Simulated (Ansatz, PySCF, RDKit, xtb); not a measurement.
**BSiCl: from the formula to a structure**

Given the formula BSiCl and nothing else, which arrangement of the atoms is the most stable in the gas at 200 K, and what are its properties?

The funnel: GFN2-xTB relaxations, single points with a density functional, relaxations at BLYP-D3(BJ)/def2-SVP, harmonic vibrations, and a last energy at a higher level. All values are calculated.

5 further runs of the same task are left out: 5 set aside as unsound or not needed.

## (1) Possible bonding patterns

All bonding patterns within simple valence rules are listed by program: one Lewis structure each, at most two rings and one unusual centre or charged pair. O–O, O–halogen and N–halogen bonds and N–N–N chains are not drawn. That gives 3 candidates.

| label | SMILES | spin |
| --- | --- | --- |
| c246 | [Si]=BCl | triplet |
| c490 | B#[Si]Cl | singlet |
| c645 | [Si]=BCl | singlet |

Candidates are built by distance geometry, with a force field where one applies, in up to four conformers (letters a to d). 2 starts with atoms placed at random are added, to find patterns that the rules miss.

**Question.** With final energies at CCSD(T)/def2-TZVPP, which structure will this search put lowest in free energy, and by what margin?

| quantity | value |
| --- | --- |
| lowest structure found | [Si]=BCl, triplet, C∞v |
| next finalist | [Si]=BCl, singlet, 15.0 kcal/mol higher in G |
| share at equilibrium, among the finalists | 100.0 % |
| harmonic wavenumbers, lowest and highest (BLYP-D3(BJ)/def2-SVP) | 210 and 1110 cm⁻¹ |
| rotational constants, same geometry | 0.08182 cm⁻¹ |
| dipole moment (PBE0/def2-TZVPD) | 0.81 D |
| HOMO energy (highest over α and β) (PBE0/def2-TZVPD) | -6.37 eV |
| LUMO energy (lowest over α and β) (PBE0/def2-TZVPD) | -3.14 eV |
| lowest excitation (TD-B3LYP/def2-SVPD) | 2.26 eV (f = 0.002) |
| vertical ionisation energy (to the doublet cation) | 8.47 eV |
| vertical electron affinity | 1.39 eV |
| vertical singlet less triplet | +0.93 eV |

`[Si]=BCl` comes out lowest. The margin of 15.0 kcal/mol over the next finalist is beyond the usual error of the last level; it says nothing of structures that weren't ranked. HF/STO-3G, r2SCAN-D4/def2-SVP, BLYP-D3(BJ)/def2-SVP, HF/def2-TZVPP and MP2/def2-TZVPP already put its bonding pattern lowest among the structures in one piece. The closed-shell singlet of the same pattern is poorly described by one determinant, so the gap to it is too large. The stability test raises a flag; for an open shell a flag towards a general spinor solution can be the free rotation of the spin. The search is not exhaustive (a finite list of starts, one conformer a finalist), so a lower isomer can't be ruled out.
